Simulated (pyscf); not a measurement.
F–Ge:–F [singlet] + H atom (H•) + water (H₂O) → HO–Ge•(F)–F + hydrogen (H₂), an addition across a multiple bond or ene-type step (doublet surface; H–O broken, Ge–O, H–H formed). Structures and frequencies: ωB97X-D3(BJ)/def2-SVP in PySCF. Energies in kcal/mol from the separated reactants.

Small-basis levels: PySCF, no dispersion term, spherical d functions. AM1 to PM7: differences of heats of formation from MOPAC. Open shells are spin-unrestricted. 

```csv
level,barrier,reaction energy
HF/3-21G,-3.8,-47.9
HF/6-31G*+LANL2DZ,18.4,-30.9
MP2/6-31G*+LANL2DZ,13.3,-39.1
SVWN5/6-31G*+LANL2DZ,-32.8,-50.1
PBE/6-31G*+LANL2DZ,-18.8,-44.2
B3LYP/LANL2DZ,-17.6,-42.7
B3LYP/6-311+G**+LANL2DZ,-5.4,-33.4
B3LYP/def2-SVP,-10.2,-36.8
AM1,-17.0,-62.0
PM3,-65.2,-126.7
PM6,-31.4,-64.7
PM7,-43.2,-59.6
ωB97M-D3(BJ)/def2-TZVP,2.8,-35.1
```

Against the last row the barrier runs from -68.1 (PM3) to +15.6 kcal/mol (HF/6-31G*+LANL2DZ). At HF/3-21G, SVWN5/6-31G*+LANL2DZ, PBE/6-31G*+LANL2DZ, B3LYP/LANL2DZ, B3LYP/6-311+G**+LANL2DZ, B3LYP/def2-SVP, AM1, PM3, PM6, PM7 this geometry lies under one side, so the entry may be no barrier of that level: it is a single point on another level's saddle. ωB97M-D3(BJ)/def2-TZVP has limits of its own. On the reactant side the descent ends in an adduct with a Ge–O contact, 16.1 kcal/mol under the separated species and 17.6 kcal/mol under the saddle at ωB97X-D3(BJ)/def2-TZVP. What is counted as formed (Ge–O) is already present as a longer contact in the reactant adduct; forming that adduct is a step of its own. This is the saddle that the search found; another between the same sides may lie lower. In the def2 sets elements up to Kr have no core potential.
